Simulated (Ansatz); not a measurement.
A calculation with Ansatz (development build ahead of 0.2.0).

```yaml
crystal:
  periodic: [false, false, false]
  atoms:
    - { symbol: C, position_ang: [-0.04375, -0.39561, -0.30639] }
    - { symbol: C, position_ang: [0.07264, -0.48746, 1.17705] }
    - { symbol: O, position_ang: [-0.07937, 0.93612, -0.73966] }
    - { symbol: H, position_ang: [-0.88703, -1.03613, -0.78574] }
    - { symbol: H, position_ang: [0.91837, -0.88038, -0.78665] }
    - { symbol: H, position_ang: [-0.03565, -1.47193, 1.52823] }
    - { symbol: H, position_ang: [0.90163, 0.07712, 1.57942] }
    - { symbol: H, position_ang: [-0.89748, 0.05963, 1.49889] }
    - { symbol: H, position_ang: [-0.05763, 0.99353, -1.75517] }
basis:
  gaussian: { orbitals: STO-3G }
hamiltonian:
  xc: hf
correlation:
  method: mp2
  frozen_orbitals: { C: 1, H: 0, O: 1 }
```

The input is written out in the form of the current development build from the run's settings.

Output:

```yaml
Converged: yes
Reference_energy: -152.10385 hartree
Correlation_energy: -0.14380 hartree
Total_energy: -152.24765 hartree
Spin_squared_of_the_determinant: 0.000
```
